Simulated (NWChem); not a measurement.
The numbers come from NWChem runs, not from measurements. System: hydrogen fluoride (HF), charge 0, spin multiplicity 1, at a geometry optimised with B3LYP/def2-SVP. Level: CIS/aug-cc-pVDZ.

Input file:

```
start mol
memory heap 200 mb stack 900 mb global 1100 mb
geometry units angstroms nocenter noautoz
  F      0.000000     0.000000     0.092475
  H      0.000000     0.000000    -0.832277
  symmetry group C2v
end
basis spherical
  * library aug-cc-pvdz
end
dft
  xc hfexch
  semidirect memsize 60000000 filesize 0
  iterations 100
end
tddft
  cis
  nroots 6
  notriplet
  thresh 1e-4
end
task tddft energy
```

NWChem printed:

```
             Northwest Computational Chemistry Package (NWChem) 7.3.0
             --------------------------------------------------------

                                NWChem Input Module
                                -------------------

 Scaling coordinates for geometry "geometry" by  1.889725989
 (inverse scale =  0.529177249)

 Turning off AUTOSYM since
 SYMMETRY directive was detected!

                             Geometry "geometry" -> ""
                             -------------------------

 Output coordinates in angstroms (scale by  1.889725989 to convert to a.u.)

  No.       Tag          Charge          X              Y              Z
 ---- ---------------- ---------- -------------- -------------- --------------
    1 F                    9.0000     0.00000000     0.00000000     0.09247500
    2 H                    1.0000     0.00000000     0.00000000    -0.83227700

 Effective nuclear repulsion energy (a.u.)       5.1501324041

            Nuclear Dipole moment (a.u.)
            ----------------------------
        X                 Y               Z
 ---------------- ---------------- ----------------
     0.0000000000     0.0000000000    -0.0000037795

      Symmetry information
      --------------------

 Group name             C2v
 Group number             16
 Group order               4
 No. of unique centers     2

      Symmetry unique atoms

     1    2


 Summary of "ao basis" -> "" (spherical)
 ------------------------------------------------------------------------------
       Tag                 Description            Shells   Functions and Types
 ---------------- ------------------------------  ------  ---------------------
 *                        aug-cc-pvdz                 on all atoms

  xc_inp: hfexch multiplicative factor not found.

                                 NWChem DFT Module
                                 -----------------

 Summary of "ao basis" -> "ao basis" (spherical)
 ------------------------------------------------------------------------------
       Tag                 Description            Shells   Functions and Types
 ---------------- ------------------------------  ------  ---------------------
 F                        aug-cc-pvdz                9       23   4s3p2d
 H                        aug-cc-pvdz                5        9   3s2p

 Summary of "ao basis" -> "ao basis" (spherical)
 ------------------------------------------------------------------------------
       Tag                 Description            Shells   Functions and Types
 ---------------- ------------------------------  ------  ---------------------
 F                        aug-cc-pvdz                9       23   4s3p2d
 H                        aug-cc-pvdz                5        9   3s2p

      Symmetry analysis of basis
      --------------------------

        a1         16
        a2          2
        b1          7
        b2          7

            General Information
            -------------------
          SCF calculation type: DFT
          Wavefunction type:  closed shell.
          No. of atoms     :     2
          No. of electrons :    10
           Alpha electrons :     5
            Beta electrons :     5
          Charge           :     0
          Spin multiplicity:     1
          Use of symmetry is: off; symmetry adaption is: on
          Maximum number of iterations: 100
          AO basis - number of functions:    32
                     number of shells:    14
          Convergence on energy requested:  1.00D-06
[...]
     Transition Moments   XX -0.00000  XY -0.00000  XZ -0.20575
     Transition Moments   YY -0.00000  YZ -0.00000  ZZ -0.00000
     Dipole Oscillator Strength                    0.0322970812
     Electric Quadrupole                           0.0000000178
     Magnetic Dipole                               0.0000000755
     Total Oscillator Strength                     0.0322971745

          sigma_e =   1.7475 Angstrom
          sigma_h =   0.6953 Angstrom
         |d_h->e| =   1.1323 Angstrom
            d_exc =   2.1922 Angstrom
            d_CD1 =   2.1845 Angstrom
            d_CD2 =  -0.0892 Angstrom
            d_CD3 =   3.3245 Angstrom
     Pearson C.C. =   0.0055

     Occ.    5  b1  ---  Virt.    6  a1      -0.78468
     Occ.    5  b1  ---  Virt.    7  a1      -0.50340
     Occ.    5  b1  ---  Virt.   10  a1      -0.29575
     Occ.    5  b1  ---  Virt.   14  a1       0.19215
     Occ.    5  b1  ---  Virt.   15  a1       0.06321
  ----------------------------------------------------------------------------
  Root   3 singlet a1             0.562940053 a.u.               15.3184 eV
  ----------------------------------------------------------------------------
     Transition Moments    X  0.00000   Y  0.00000   Z -0.69806
     Transition Moments   XX -0.36682  XY  0.00000  XZ  0.00000
     Transition Moments   YY -0.36682  YZ  0.00000  ZZ  0.86221
     Dipole Oscillator Strength                    0.1828768402
     Electric Quadrupole                           0.0000004783
     Magnetic Dipole                               0.0000000000
     Total Oscillator Strength                     0.1828773185

          sigma_e =   1.9991 Angstrom
          sigma_h =   0.7555 Angstrom
         |d_h->e| =   0.9458 Angstrom
            d_exc =   2.3105 Angstrom
            d_CD1 =   2.1894 Angstrom
            d_CD2 =  -0.4315 Angstrom
            d_CD3 =   3.2562 Angstrom
     Pearson C.C. =   0.0408

     Occ.    3  a1  ---  Virt.    6  a1       0.79495
     Occ.    3  a1  ---  Virt.    7  a1       0.40369
     Occ.    3  a1  ---  Virt.   10  a1       0.24830
     Occ.    3  a1  ---  Virt.   14  a1      -0.12216
     Occ.    4  b2  ---  Virt.    8  b2       0.23498
     Occ.    4  b2  ---  Virt.   12  b2       0.07875
     Occ.    5  b1  ---  Virt.    9  b1       0.23498
     Occ.    5  b1  ---  Virt.   13  b1       0.07875
  ----------------------------------------------------------------------------
  Root   4 singlet b1             0.567144521 a.u.               15.4328 eV
  ----------------------------------------------------------------------------
     Transition Moments    X  0.23434   Y -0.00000   Z  0.00000
     Transition Moments   XX  0.00000  XY -0.00000  XZ  0.30014
     Transition Moments   YY  0.00000  YZ -0.00000  ZZ -0.00000
     Dipole Oscillator Strength                    0.0207641294
     Electric Quadrupole                           0.0000000875
     Magnetic Dipole                               0.0000000580
     Total Oscillator Strength                     0.0207642749

          sigma_e =   2.8335 Angstrom
          sigma_h =   0.6953 Angstrom
         |d_h->e| =   0.1522 Angstrom
            d_exc =   2.9183 Angstrom
            d_CD1 =   2.2904 Angstrom
            d_CD2 =  -1.6122 Angstrom
            d_CD3 =   3.0705 Angstrom
     Pearson C.C. =   0.0048

     Occ.    5  b1  ---  Virt.    6  a1      -0.52954
     Occ.    5  b1  ---  Virt.    7  a1       0.74810
     Occ.    5  b1  ---  Virt.   11  a1      -0.34370
     Occ.    5  b1  ---  Virt.   14  a1      -0.17717
     Occ.    5  b1  ---  Virt.   15  a1      -0.07982
  ----------------------------------------------------------------------------
  Root   5 singlet b2             0.567144521 a.u.               15.4328 eV
  ----------------------------------------------------------------------------
     Transition Moments    X -0.00000   Y -0.23434   Z -0.00000
     Transition Moments   XX -0.00000  XY  0.00000  XZ -0.00000
     Transition Moments   YY -0.00000  YZ -0.30014  ZZ  0.00000
     Dipole Oscillator Strength                    0.0207641294
     Electric Quadrupole                           0.0000000875
     Magnetic Dipole                               0.0000000580
     Total Oscillator Strength                     0.0207642749

          sigma_e =   2.8335 Angstrom
          sigma_h =   0.6953 Angstrom
         |d_h->e| =   0.1522 Angstrom
            d_exc =   2.9183 Angstrom
            d_CD1 =   2.2904 Angstrom
            d_CD2 =  -1.6122 Angstrom
            d_CD3 =   3.0705 Angstrom
     Pearson C.C. =   0.0048

     Occ.    4  b2  ---  Virt.    6  a1       0.52954
     Occ.    4  b2  ---  Virt.    7  a1      -0.74810
     Occ.    4  b2  ---  Virt.   11  a1       0.34370
     Occ.    4  b2  ---  Virt.   14  a1       0.17717
     Occ.    4  b2  ---  Virt.   15  a1       0.07982
  ----------------------------------------------------------------------------
  Root   6 singlet a2             0.600630179 a.u.               16.3440 eV
  ----------------------------------------------------------------------------
     Transition Moments    X -0.00000   Y -0.00000   Z -0.00000
     Transition Moments   XX -0.00000  XY -0.00000  XZ  0.00000
     Transition Moments   YY -0.00000  YZ  0.00000  ZZ -0.00000
     Dipole Oscillator Strength                    0.0000000000
     Electric Quadrupole                           0.0000000000
     Magnetic Dipole                               0.0000000000
     Total Oscillator Strength                     0.0000000000

          sigma_e =   2.0800 Angstrom
          sigma_h =   0.6953 Angstrom
         |d_h->e| =   0.0511 Angstrom
            d_exc =   2.1937 Angstrom
            d_CD1 =   1.4357 Angstrom
            d_CD2 =  -1.3365 Angstrom
            d_CD3 =   2.2448 Angstrom
     Pearson C.C. =  -0.0000

     Occ.    4  b2  ---  Virt.    9  b1       0.69228
     Occ.    4  b2  ---  Virt.   13  b1       0.12787
     Occ.    4  b2  ---  Virt.   22  b1       0.06620
     Occ.    5  b1  ---  Virt.    8  b2      -0.69228
     Occ.    5  b1  ---  Virt.   12  b2      -0.12786
     Occ.    5  b1  ---  Virt.   21  b2      -0.06621

              Target root =      1
          Target symmetry = none
      Ground state energy =   -100.033082917910
        Excitation energy =      0.429198600784
     Excited state energy =    -99.603884317127

  stored tddft:energy   -99.603884317126813

 Task  times  cpu:        4.4s     wall:        4.4s

 Total times  cpu:        4.5s     wall:        4.5s
```
